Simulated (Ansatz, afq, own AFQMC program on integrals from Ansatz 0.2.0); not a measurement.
Two steps: Ansatz 0.2.0 writes the Fock matrix and Cholesky factors of the valence space, and afq projects on them the lowest state that overlaps trial and start.

```yaml
crystal:
  periodic: [false, false, false]
  atoms:
    - {symbol: Si, position_ang: [0.000000, 0.000000, 1.132129]}
    - {symbol: Al, position_ang: [0.000000, 0.000000, -1.045871]}
    - {symbol: H, position_ang: [0.000000, 1.405470, -1.774521]}
    - {symbol: H, position_ang: [0.000000, -1.405470, -1.774521]}
basis:
  gaussian: {orbitals: cc-pVDZ}
magnetization: {spin_polarized: true, initial_magnetization: 3}
correlation: {method: ccsd_t, electrons: outside_noble_gas, hamiltonian_folder: ham}
```

```sh
$ ansatz run in.yaml --threads 1 --pin off --events-out ev --progress --plain --max-ram 1382MiB
```

Options of the walk:

```
--method phaseless --trial hf --walkers 120 --populations 1 --least-time 40 --time-step 0.005 --steps-per-block 20 --equilibration-blocks 112 --max-blocks 600 --target-error 0.00108 --factor-cut 1e-05 --start spin_pure --seed 6969 --taylor-order 6
```

Times are imaginary, in 1/Eh. The walk had a cap of 1002 s.

```
orbitals 36  electrons 6 3  factors 271 of 451
reference energy -531.91560125 Eh
CCSD correlation -0.14935481 Eh in 11 cycles, weight of the determinant in the CISD state 0.8826
energy of the start -531.915630 Eh
 block  time / (1/Eh)  mean weight  energy / Eh
     1     0.100  1.0011  -531.936011
     2     0.200  1.0015  -531.953335
     3     0.300  1.0004  -531.967984
     4     0.400  0.9996  -531.978317
     5     0.500  1.0009  -531.987965
     8     0.800  1.0004  -532.003871
    18     1.800  0.9994  -532.050090
    69     6.900  1.0014  -532.066482
   120    12.000  1.0020  -532.074990
   171    17.100  0.9993  -532.068786
   222    22.200  0.9996  -532.065749
   273    27.300  1.0016  -532.072206
   324    32.400  0.9994  -532.049101
   375    37.500  1.0002  -532.062869
   426    42.600  1.0004  -532.083466
   477    47.700  0.9998  -532.066507
   528    52.800  1.0005  -532.052641
   562    56.200  1.0008  -532.085980
   579    57.900  1.0000  -532.057790
   630    63.000  0.9993  -532.059131
   681    68.100  1.0012  -532.074859
   698    69.800  0.9993  -532.077609
blocks merged  error / Eh  count
     1  0.000399  600
     2  0.000543  300
     4  0.000738  150
     8  0.000964  75
    16  0.001183  37
    32  0.001170  18
    64  0.001439  9
energy -532.066803 +/- 0.001183 Eh
(rows thinned)
```

(1) Estimate how long the walk took on 1 thread of Arm Neoverse V1, with other jobs on the host.

The run passed its tests (sampling time, drift between the halves within three errors, error under three times the target), which doesn't prove that it has relaxed.

Against this walk (error 32.2 meV) on the same determinant: CCSD(T) 57.8 meV lower (within the noise), CCSDT(Q) 94.1 meV lower, a separate phaseless walk with a CISD trial and standard settings 94.8 ± 32.6 meV lower. The error is statistical and leaves out the bias of the constraint.

Cautions: constraint bias not in the error; error above the target (32.2 against 29.4 meV); lower spins were not checked.

Answers

(1) 4.3 min of wall time.

CCSDT and higher add their correlation energy to the determinant of the CCSD(T) run, since their own runs factorise the integrals more tightly (a shift of under 2 meV). A walk keeps the symmetry of its determinant, which the program's search chose and which needn't be the lowest solution, so a lower state of the same spin and another symmetry isn't excluded.
